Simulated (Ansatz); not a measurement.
**Relative stability**

Two relaxed structures of MgSiH5O (charge +1), singlet (PBE0-D4/def2-TZVP; forces vanish, vibrations not checked).

A:

| atom | x (Å) | y (Å) | z (Å) |
| --- | --- | --- | --- |
| Mg1 | -0.5353 | 0.3055 | -0.7768 |
| O2 | -1.5917 | 0.9333 | -1.9678 |
| Si3 | 1.1342 | -0.6975 | 1.1344 |
| H4 | -2.1677 | 1.2773 | -2.6390 |
| H5 | 1.1313 | -0.8688 | -0.3869 |
| H6 | -0.0906 | 0.2135 | 1.2489 |
| H7 | 2.3265 | 0.0733 | 1.5149 |
| H8 | 0.8115 | -1.9927 | 1.7502 |

B:

```tsv
atom	x (Å)	y (Å)	z (Å)
Mg1	-1.4209	0.9843	-1.7295
O2	0.1637	-0.6753	1.2772
Si3	0.6694	-0.0868	-0.4533
H4	-2.7756	1.6593	-2.4429
H5	1.1702	-1.4287	-0.8484
H6	-0.0875	-0.0419	1.9644
H7	1.8659	0.7044	-0.0600
H8	0.6882	-1.3849	1.6779
```

Program: Ansatz 0.2.0. Basis: def2-TZVPP. Cores are frozen in the correlated methods. The outer core shell of Li, Na, Mg and K is correlated. The def2 sets are not built for correlating such inner shells, so the correlated values are less sure here. B3LYP uses VWN-RPA correlation.

(1) Which structure is lower at CCSD(T), and by how much? (Judge from chemistry; the value comes from the calculation.)

No T1 diagnostic of these runs exceeds 0.012.

## Answers

(1) The calculation gives: A, by 86.0 kJ/mol (electronic energy, against the other). By their contacts, A is MgSiH₅O ([OH][Mg]12[H][SiH2]1[H]2), total charge +1 and B is MgSiH₅O ([OH2][SiH2][MgH]), total charge +1.

All methods give the same order:

| method | E(B) − E(A) (kJ/mol) |
| --- | --- |
| PBE-D4 | 71.7 |
| r2SCAN-D4 | 95.6 |
| PBE0-D4 | 72.7 |
| B3LYP-D4 | 80.7 |
| wB97M-V | 78.6 |
| HF | 78.7 |
| MP2 | 101.0 |
| CCSD | 85.7 |
| CCSD(T) | 86.0 |

Labels in which every atom is bracketed show which atoms are joined, not bond orders.

For scale, one of the runs: CCSD(T)/def2-TZVPP, 175 basis functions, launched by `ansatz run in.yaml --threads 2 --pin off --events-out ev --progress --plain --max-ram 4352MiB`. Time: 33 s of wall clock on 2 CPU threads of an Arm Neoverse V2; the host was shared. Peak host memory: 1.6 GiB.
